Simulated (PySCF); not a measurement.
C2H2FO (charge +1).
Bonds: O1–C2 (triple), C2–C3, C3–F4. Hydrogens: H5, H6 on C3.

The closed-shell ground state was solved at several levels (PySCF, density fitting, gas phase, non-relativistic). Isolated species at its PBE0-D3(BJ)/def2-SVP geometry, gas phase.

```
        level  basis functions  HOMO (eV)  LUMO (eV)  gap (eV)
 PBE/pcSseg-2              172     -15.56     -10.60      4.96
  B3LYP/pcJ-1              128     -17.11      -9.78      7.33
PBE0/pcSseg-1               78     -17.39      -9.46      7.93
```

(1) What might PBE0/def2-SVPD (102 basis functions) give for the same quantities?

(2) Over all these levels, which gives the widest orbital gap and which the narrowest?

## Answers

(1) HOMO -17.49 eV, LUMO -9.52 eV, gap 7.97 eV.

(2) PBE0/def2-SVPD (global hybrid, 25 % exact exchange) has the widest, 7.97 eV, and PBE/pcSseg-2 (GGA) the narrowest, 4.96 eV. Functional and basis both differ between the two, so the spread mixes both effects.


CH3BN (charge -1).
SMILES: `[BH3-]C#N`

The closed-shell ground state was solved at several levels (PySCF, density fitting, gas phase, non-relativistic). Geometry: PBE0-D3(BJ)/def2-SVP; no solvent, vibrations or thermal averaging. No diffuse functions stand in pcJ-1, pcSseg-1 and pcSseg-2, which bears on an anion's orbital energies.

```
            level  basis functions  HOMO (eV)  LUMO (eV)  gap (eV)
wB97X-D/def2-SVPD               84      -4.71       5.79     10.50
    PBE0/pcSseg-1               66      -2.69       6.72      9.41
      HF/pcSseg-2              150      -5.94       7.79     13.73
```

(1) What might B3LYP/pcJ-1 (111 basis functions) give for the same quantities?

(2) Over all these levels, which gives the widest orbital gap and which the narrowest?

## Answers

(1) HOMO -2.50 eV, LUMO 6.46 eV, gap 8.96 eV.

(2) HF/pcSseg-2 (Hartree–Fock, all exact exchange) has the widest, 13.73 eV, and B3LYP/pcJ-1 (global hybrid, 20 % exact exchange) the narrowest, 8.96 eV. Functional and basis both differ between the two, so the spread mixes both effects.
